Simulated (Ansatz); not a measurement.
in.yaml

```yaml
crystal:
  periodic: [false, false, false]
  atoms:
    - {symbol: N, position_ang: [0.000000, 0.000000, 0.000000]}
    - {symbol: H, position_ang: [0.000000, 0.000000, 1.073600]}
basis:
  gaussian: {orbitals: 6-31G}
magnetization: {spin_polarized: false, initial_magnetization: 2}
correlation: {active_space: {ras: {orbitals: [2, 2, 6], electrons: 6, max_holes: 2, max_particles: 2}, fixed_orbitals: true}}
```

```sh
$ ansatz run in.yaml --threads 1 --pin off --events-out ev --progress --plain --max-ram 2393MiB
```

The program prints:

```
164 factors; integrals over basis functions are off by at most 3.6e-4 eV
mean field evaluation 1: about -1494.6021 eV, gradient 8.4e0 eV
mean field evaluation 2: about -1494.6016 eV, gradient 8.4e0 eV
mean field evaluation 4: about -1494.9134 eV, gradient 5.2e-1 eV
mean field evaluation 8: about -1494.9146 eV, gradient 6.6e-4 eV
mean field -1494.91460732 eV, -54.9370985295 hartree, gradient 5.9e-6 eV, S^2 2.000000; 0 other end points of the search recorded, 0 dependent functions left out
reference -1494.91460732 eV, -54.9370985295 hartree; 5, 3 occupied and 6, 8 virtual orbitals, 164 factors
state -1496.90941873 eV, -55.0104064965 hartree
Total energy: -1496.90941873 eV, -55.0104064965 hartree
```

Ran on 1 thread of INTEL XEON PLATINUM 8581C, shared host: 0.09 s wall, 0.13 GiB peak host memory.
